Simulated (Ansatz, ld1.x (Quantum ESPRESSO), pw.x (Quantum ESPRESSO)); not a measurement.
**What a changed setting does to a pw.x run (fcc Ag)**

Potential: norm-conserving Troullier–Martins (Kleinman–Bylander form), ld1.x (Quantum ESPRESSO) 7.5, LDA (PW92); core [Kr], reference 4d10 5s1 5p0; waves: 5s (bound): rc 2.50 bohr; 5p (bound, empty): rc 3.05 bohr; 4d (bound): rc 1.20 bohr; 4f channel at 0.15 Ry: rc 2.80 bohr; local part: all-electron potential smoothed inside 2.10 bohr (lloc = -1); core correction: none.

The reference run (k-mesh 14³, cutoffs 120/480 Ry, Fermi–Dirac 0.01 Ry, mixing_beta 0.4, conv_thr 1e-9, no spin) gives -2.87 GPa at 16.165 Å³/atom, where all-electron LAPW gives -1.23 GPa. This run, with its own iteration cap, changes startingwfc to atomic.

```
&control
  calculation='scf', prefix='x', pseudo_dir='./', outdir='./tmp', tstress=.true., disk_io='none'
/
&system
  ibrav=0, nat=1, ntyp=1, ecutwfc=120, ecutrho=480, nbnd=13,
  occupations='smearing', smearing='fd', degauss=0.01
/
&electrons
  conv_thr=1e-09, mixing_beta=0.4, electron_maxstep=60, startingwfc='atomic'
/
ATOMIC_SPECIES
Ag 1.0 Ag.UPF
CELL_PARAMETERS angstrom
  0.00000000 2.00685150 2.00685150
  2.00685150 0.00000000 2.00685150
  2.00685150 2.00685150 0.00000000
ATOMIC_POSITIONS crystal
Ag 0.0000 0.0000 0.0000
K_POINTS automatic
14 14 14 0 0 0
```

```bash
pw.x < Ag.scf.in > Ag.scf.out
```

Q: How does the run end?

A: It converges in 8 iterations; the free energy moves by +0.0 meV/atom and the pressure by +0.00 GPa. The result is that of the reference run.

```
Message from routine setup:
     using ibrav=0 with symmetry is DISCOURAGED, use correct ibrav instead
     lattice parameter (alat)  =       5.3633  a.u.
     unit-cell volume          =     109.0868 (a.u.)^3
     number of electrons       =        11.00
     number of Kohn-Sham states=           13
     kinetic-energy cutoff     =     120.0000  Ry
     charge density cutoff     =     480.0000  Ry
     scf convergence threshold =      1.0E-09
     Exchange-correlation= PW
     number of k points=   104  Fermi-Dirac smearing, width (Ry)=  0.0100
     iteration #  1     ecut=   120.00 Ry     beta= 0.40
     total energy              =     -74.51094938 Ry
     estimated scf accuracy    <       0.08787951 Ry
     iteration #  2     ecut=   120.00 Ry     beta= 0.40
     total energy              =     -74.52865958 Ry
     estimated scf accuracy    <       0.00058152 Ry
     iteration #  3     ecut=   120.00 Ry     beta= 0.40
     total energy              =     -74.52868369 Ry
     estimated scf accuracy    <       0.00022993 Ry
     iteration #  4     ecut=   120.00 Ry     beta= 0.40
     total energy              =     -74.52868728 Ry
     estimated scf accuracy    <       0.00000974 Ry
     iteration #  5     ecut=   120.00 Ry     beta= 0.40
     total energy              =     -74.52868778 Ry
     estimated scf accuracy    <       0.00000024 Ry
     iteration #  6     ecut=   120.00 Ry     beta= 0.40
     total energy              =     -74.52868784 Ry
     estimated scf accuracy    <       0.00000013 Ry
     iteration #  7     ecut=   120.00 Ry     beta= 0.40
     total energy              =     -74.52868785 Ry
     estimated scf accuracy    <          4.6E-09 Ry
     iteration #  8     ecut=   120.00 Ry     beta= 0.40
     the Fermi energy is    13.6363 ev
!    total energy              =     -74.52868785 Ry
     estimated scf accuracy    <          3.3E-11 Ry
     smearing contrib. (-TS)   =      -0.00117401 Ry
     The total energy is F=E-TS. E is the sum of the following terms:
     one-electron contribution =      -2.23443772 Ry
     hartree contribution      =      12.36634368 Ry
     xc contribution           =     -11.51729954 Ry
     ewald contribution        =     -73.14212026 Ry
     convergence has been achieved in   8 iterations
          total   stress  (Ry/bohr**3)                   (kbar)     P=      -28.66
     Message from routine punch:
     Nothing written, as per user request (disk_io='none')
```

The run took about 44 s on one core of a shared host (Neoverse-V1, 32 threads, 247 GiB, load 11).
